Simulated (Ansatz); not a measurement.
CHF₂N, SMILES `N=C(F)F`, relaxed with RKS PBE0-D4/def2-TZVP in Ansatz 0.2.0 from a PBE-D4/def2-SVP geometry. The force threshold is 0.005 eV/Å; the program also tests the step.

Charge 0, multiplicity 1.

Start:

```xyz
5

N     0.081    0.993    0.127
C    -0.234   -0.200   -0.092
F    -1.434   -0.570   -0.499
F     0.528   -1.294    0.028
H     1.059    1.071    0.435
```

```
        step  energy (eV)  largest force (eV/Å)  largest move (Å)
           1   -7971.9269                 1.221             0.000
           2   -7971.9561                 0.227             0.017
           3   -7971.9590                 0.047             0.007
           4   -7971.9591                 0.019             0.001
           5   -7971.9591                 0.024             0.004
           6   -7971.9591                 0.008             0.001
7 (rejected)   -7971.9591                 0.008             0.000
           8   -7971.9591                 0.008             0.000
           9   -7971.9591                 0.000             0.000
```

End:

```xyz
5

N     0.082    0.978    0.126
C    -0.231   -0.198   -0.091
F    -1.416   -0.563   -0.493
F     0.520   -1.277    0.027
H     1.046    1.060    0.430
```

Hardware: 2 threads of an Arm Neoverse N1 on a shared host. Wall time 26 s, peak host memory 0.19 GiB.
